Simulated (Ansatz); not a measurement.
## Caesium, bcc: convergence with cold smearing

Computed with Ansatz, LDA, scalar-relativistic PAW, on the relaxed cell (a = 5.768 Å; spin not included). Errors count from a run at 420 eV on a Γ-centred 13×13×13 mesh with Fermi-Dirac smearing of 0.1 eV, extrapolated to zero width. Fixed here: cutoff 420 eV, mesh 8×8×8. The SCF starts from atomic densities corrected by a trained network.

```
width (eV)  E(σ→0) error (meV/atom)  F error (meV/atom)  P (GPa)  SCF iterations
      0.01                      8.4                 8.3    -0.01               5
      0.03                      8.0                 7.8     0.00               6
       0.1                      7.3                 5.9    -0.01               6
       0.2                      4.3                 1.9     0.00               6
       0.3                      2.3                -2.2     0.00               6
       0.6                     -2.8               -22.2    -0.02               6
       1.0                    -10.3               -84.8    -0.04               6
```
